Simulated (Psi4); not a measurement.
# [BH2F2]− (SMILES F[BH2-]F) at B3LYP/6-31G(d) (spherical functions)

What is the vertical ionisation energy of [BH2F2]− at B3LYP/6-31G* (spherical functions)? 

Program for the calculation: Psi4 1.11.

2 further runs of the same task are left out: 2 set aside as unsound or not needed.

### 1 Starting point

[BH2F2]− has 5 atoms, charge -1, and is taken as a singlet. As SMILES, `F[BH2-]F`. The shape is that of a GFN2-xTB optimisation.

Bond lengths: F1–B2 1.425 Å, B2–F3 1.425 Å, B2–H4 1.225 Å, B2–H5 1.225 Å. Angles: F1–B2–F3 107.4°, F1–B2–H4 109.0°, F1–B2–H5 109.1°, F3–B2–H4 109.0°, F3–B2–H5 109.1°, H4–B2–H5 113.0°.

### 2 A single-point energy at B3LYP/6-31G(d) (spherical functions)

Contents of bf2h2.dat:

```
memory 1600 mb

molecule {
  -1 1
  F
  B 1 R2
  F 2 R3 1 A3
  H 2 R4 3 A4 1 D4
  H 2 R5 4 A5 1 D5

  R2 = 1.425008
  R3 = 1.424923
  A3 = 107.42003
  R4 = 1.225472
  A4 = 109.02024
  D4 = -117.97896
  R5 = 1.22496
  A5 = 113.00632
  D5 = -121.49617
  symmetry c1
  no_reorient
  no_com
}

set globals {
  basis                6-31G*
  puream               true
  e_convergence        1e-09
  d_convergence        1e-08
  scf_type             pk
  dft_radial_points    99
  dft_spherical_points 590
}

energy('b3lyp')
print_variables()
```

On the command line:

```bash
$ psi4 -i bf2h2.dat -o bf2h2.out -n 1
```

bf2h2.out (excerpt; [...] marks lines left out):

```text
[...]
  Running in c1 symmetry.
[...]
  Nuclear repulsion =   65.473355401322067
[...]
  Multiplicity = 1
[...]
  Nalpha       = 13
  Nbeta        = 13
[...]
    Number of basis functions: 46
[...]
   @RKS iter   1:  -225.72779122948418   -5.37113e-01   1.18777e-02 ADIIS/DIIS
[...]
   @RKS iter  10:  -225.84816998808876   -1.27898e-12   2.17881e-09 DIIS
[...]
    Orbital Energies [Eh]
    ---------------------
    Doubly Occupied:
       1A    -24.377363     2A    -24.377297     3A     -6.509203
       4A     -0.891073     5A     -0.862575     6A     -0.270843
       7A     -0.190163     8A     -0.179895     9A     -0.178629
      10A     -0.110023    11A     -0.094240    12A     -0.083535
      13A     -0.012166
[...]
  @RKS Final Energy:  -225.84816998808876
   => Energetics <=
    Nuclear Repulsion Energy =             65.4733554013220669
    One-Electron Energy =                -451.2086851290084724
    Two-Electron Energy =                 181.0158095613758462
    DFT Exchange-Correlation Energy =     -21.1286498217781862
    Empirical Dispersion Energy =           0.0000000000000000
    VV10 Nonlocal Energy =                  0.0000000000000000
    Total Energy =                       -225.8481699880887561
[...]
 Multipole Moments:
 ------------------------------------------------------------------------------------
     Multipole            Electronic (a.u.)      Nuclear  (a.u.)        Total (a.u.)
 ------------------------------------------------------------------------------------
 L = 1.  Multiply by 2.5417464519 to convert [e a0] to [Debye]
 Dipole X            :         -0.0049981            0.0027283           -0.0022698
 Dipole Y            :         -2.3667861            1.8367117           -0.5300744
 Dipole Z            :         -1.7371376            1.3482881           -0.3888495
 Magnitude           :                                                    0.6574101
[...]
```

Run time: 5.4 s. Hardware: 1 thread of Intel Xeon 6975P-C (Granite Rapids), shared host; peak memory 0.58 GiB.

### 3 Doublet neutral BH2F2: energy and gradient at UB3LYP/6-31G(d) (spherical functions)

Contents of calc.in:

```
memory 1.6 GB

molecule geom {
  0 2
  F     -1.176970     0.624500     0.383180
  B      0.033530     0.014270    -0.056090
  F      0.407580    -0.947330     0.926670
  H     -0.171950    -0.560090    -1.118950
  H      0.907810     0.868650    -0.134810
  symmetry c1
}

set {
  reference            uks
  puream               true
  e_convergence        1e-09
  d_convergence        1e-08
  scf_type             pk
  dft_radial_points    99
  dft_spherical_points 590
  maxiter              200
}

energy_value, wavefunction = gradient('b3lyp/6-31G*', return_wfn=True)
oeprop(wavefunction, 'MAYER_INDICES', 'LOWDIN_CHARGES', 'MULLIKEN_CHARGES')
```

On the command line:

```bash
$ psi4 -i calc.in -o calc.out -n 1
```

calc.out (excerpt; [...] marks lines left out):

```text
[...]
  Running in c1 symmetry.
[...]
  Nuclear repulsion =   65.473347089984955
[...]
  Multiplicity = 2
[...]
  Nalpha       = 13
  Nbeta        = 12
[...]
    Number of basis functions: 46
[...]
   @UKS iter   1:  -225.67098173827083   -4.80304e-01   8.14900e-03 ADIIS/DIIS
[...]
   @UKS iter  12:  -225.72060362935380   -8.24230e-13   7.25493e-09 DIIS
[...]
   @S^2 Observed:                7.548385475E-01
[...]
  @UKS Final Energy:  -225.72060362935380
   => Energetics <=
    Nuclear Repulsion Energy =             65.4733470899849550
    One-Electron Energy =                -443.4904964574340056
    Two-Electron Energy =                 173.0869686485564500
    DFT Exchange-Correlation Energy =     -20.7904229104611815
    Empirical Dispersion Energy =           0.0000000000000000
    VV10 Nonlocal Energy =                  0.0000000000000000
    Total Energy =                       -225.7206036293538034
[...]
 Multipole Moments:
 ------------------------------------------------------------------------------------
     Multipole            Electronic (a.u.)      Nuclear  (a.u.)        Total (a.u.)
 ------------------------------------------------------------------------------------
 L = 1.  Multiply by 2.5417464519 to convert [e a0] to [Debye]
 Dipole X            :         -0.7821651            1.1281114            0.3459463
 Dipole Y            :         -0.3283521            0.4730045            0.1446524
 Dipole Z            :          1.3320157           -1.9222466           -0.5902309
 Magnitude           :                                                    0.6992680
[...]
  -Total Gradient:
     Atom            X                  Y                   Z
    ------   -----------------  -----------------  -----------------
       1       -0.031894705236     0.009115636429     0.021665956359
       2        0.051528715549     0.021571146784    -0.087740473008
       3       -0.000021555101    -0.022501002553     0.032598823918
       4       -0.008321103015    -0.002125977290     0.018095004722
       5       -0.011295343794    -0.006061513511     0.015387502761
[...]
```

It took 9.3 s on 1 thread of Intel Xeon 6975P-C (Granite Rapids), shared host; peak memory 0.58 GiB.

### 4 Results

At B3LYP/6-31G* (spherical functions):

| quantity | value |
| --- | --- |
| singlet [BH2F2]−: total energy | -225.84817 Eh |
| singlet [BH2F2]−: HOMO energy | -0.33 eV |
| singlet [BH2F2]−: LUMO energy | 10.91 eV |
| singlet [BH2F2]−: HOMO–LUMO gap (to an unbound level, set by the basis) | 11.24 eV |
| doublet neutral BH2F2: total energy | -225.72060 Eh |
| doublet neutral BH2F2: dipole moment | 1.78 D |
| doublet neutral BH2F2: HOMO energy (highest over α and β) | -9.74 eV |
| doublet neutral BH2F2: LUMO energy (lowest over α and β) | -6.59 eV |
| doublet neutral BH2F2: ⟨S²⟩ | 0.755 |
| doublet neutral BH2F2: largest force on an atom | 5.349 eV/Å |
| vertical detachment energy (to the doublet neutral) | 3.471 eV |

In words: Removing an electron at fixed nuclei costs 3.47 eV (335 kJ/mol). The negative HOMO energy of the first species, 0.33 eV, lies 3.14 eV below that difference.
